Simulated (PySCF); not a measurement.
Working out the ionisation energy of Si

Si [Ne] 3s2 3p2 (3P) → Si⁺ [Ne] 3s2 3p1 (2P). Calculation: PySCF 2.14, in aug-cc-pVTZ-DK (6s5p3d2f, 50 functions); scalar relativity by spin-free X2C-1e. Frozen: [Ne]. Energies in hartree (1 hartree = 27.21139 eV):

| part | Si (lower) | Si⁺ (upper) |
| --- | --- | --- |
| UHF | -289.459178 | -289.178822 |
| MP2 opposite-spin | -0.046672 | -0.038763 |
| MP2 same-spin | -0.009955 | -0.002745 |

**Question.** What does Hartree-Fock give?

**Answer.** (-289.178822) − (-289.459178) = 0.280356 hartree = 7.629 eV.

**Question.** What do MP2 and SCS-MP2 (6/5 opposite-spin, 1/3 same-spin) give?

**Answer.** The opposite-spin parts differ by 0.215 eV and the same-spin parts by 0.196 eV. MP2: 7.629 + (0.215) + (0.196) = 8.040 eV. SCS-MP2: 7.629 + 1.2 × (0.215) + (0.196)/3 = 7.952 eV.

Measured between the centres of the two terms (NIST): 8.157 eV, so MP2 (valence) is off by -0.117 eV.

What remains against the reference includes basis incompleteness, the frozen core and correlation beyond second order.
